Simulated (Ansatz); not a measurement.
# A relaxation, step by step

NH$_{4}$F (SMILES N.F), closed shell, PBE0-D4/def2-TZVP (Ansatz 0.2.0). Settings:

```yaml
hamiltonian: {xc: pbe0, dispersion: d4}
relax: {f_tol: 0.005, max_steps: 200}
```

Start (the SMILES describes the start alone):

| atom | x (Å) | y (Å) | z (Å) |
| --- | --- | --- | --- |
| N1 | -0.0050 | 0.0436 | -0.5243 |
| H2 | 0.4416 | 0.9149 | -0.8394 |
| H3 | 0.4870 | -0.7244 | -0.9998 |
| H4 | -0.9621 | 0.0539 | -0.9011 |
| F5 | 0.0233 | -0.1833 | 2.1141 |
| H6 | 0.0151 | -0.1046 | 1.1505 |

```json
{"step": "1", "energy less the last (meV)": "19.5", "largest force component (eV/Å)": "0.712"}
{"step": "2", "energy less the last (meV)": "2.5", "largest force component (eV/Å)": "0.315"}
{"step": "3", "energy less the last (meV)": "0.3", "largest force component (eV/Å)": "0.069"}
{"step": "4", "energy less the last (meV)": "0.0", "largest force component (eV/Å)": "0.017"}
{"step": "5", "energy less the last (meV)": "0.0", "largest force component (eV/Å)": "0.001"}
```

Step 2, positions (Å) and forces (eV/Å):

```tsv
atom	x	y	z	Fx	Fy	Fz
N1	-0.006	0.045	-0.520	-0.004	0.027	-0.315
H2	0.438	0.907	-0.830	-0.066	-0.134	0.100
H3	0.483	-0.719	-0.982	-0.073	0.110	0.126
H4	-0.954	0.053	-0.890	0.142	-0.006	0.109
F5	0.024	-0.183	2.089	0.000	0.002	-0.057
H6	0.015	-0.103	1.133	-0.001	0.000	0.036
```

Step 3, positions (Å) and forces (eV/Å):

```tsv
atom	x	y	z	Fx	Fy	Fz
N1	-0.006	0.046	-0.523	-0.001	0.007	-0.069
H2	0.437	0.906	-0.824	0.009	0.014	0.022
H3	0.483	-0.719	-0.973	0.009	-0.017	0.022
H4	-0.953	0.053	-0.884	-0.018	-0.002	0.022
F5	0.025	-0.184	2.080	0.001	-0.003	0.036
H6	0.014	-0.101	1.125	0.000	0.002	-0.033
```

Step 4, positions (Å) and forces (eV/Å):

```
atom       x       y       z      Fx      Fy      Fz
  N1  -0.006   0.047  -0.525   0.000   0.002  -0.017
  H2   0.439   0.908  -0.820  -0.005  -0.009   0.001
  H3   0.484  -0.722  -0.967  -0.005   0.008   0.002
  H4  -0.955   0.052  -0.880   0.010   0.000   0.001
  F5   0.025  -0.185   2.074   0.000  -0.001   0.014
  H6   0.014  -0.100   1.118   0.000   0.000  -0.002
```

Last step (5):

```
6
angstrom
N -0.0064 0.0470 -0.5262
H 0.4385 0.9074 -0.8221
H 0.4838 -0.7214 -0.9680
H -0.9550 0.0524 -0.8813
F 0.0254 -0.1853 2.0768
H 0.0137 -0.1001 1.1208
```

The run took about 3.2 s on 2 CPU threads of an Intel Xeon Platinum 8488C (shared host).
